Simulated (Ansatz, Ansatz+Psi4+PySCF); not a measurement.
```xyz
2

Fe    0.0000    0.0000    0.8900
F     0.0000    0.0000   -0.8900
```

Basis set: cc-pVTZ (spherical functions). Left uncorrelated: 6 orbitals. Charge 0, multiplicity 6.

Computed with Ansatz (development build ahead of 0.2.0); each method stands on the lowest determinant of its kind that the runs found.

Question: Give the atomization energy at this shape (free ground-state atoms in the same class of orbitals less the molecule, no zero-point energy) of sextet FeF by UHF-CCSD(T), UHF-CCSD.

Answer:

| method | atomization energy |
| --- | --- |
| UHF-CCSD(T) | 440.8 kJ/mol |
| UHF-CCSD | 433.3 kJ/mol |

Caution: other spin multiplicities were not run.
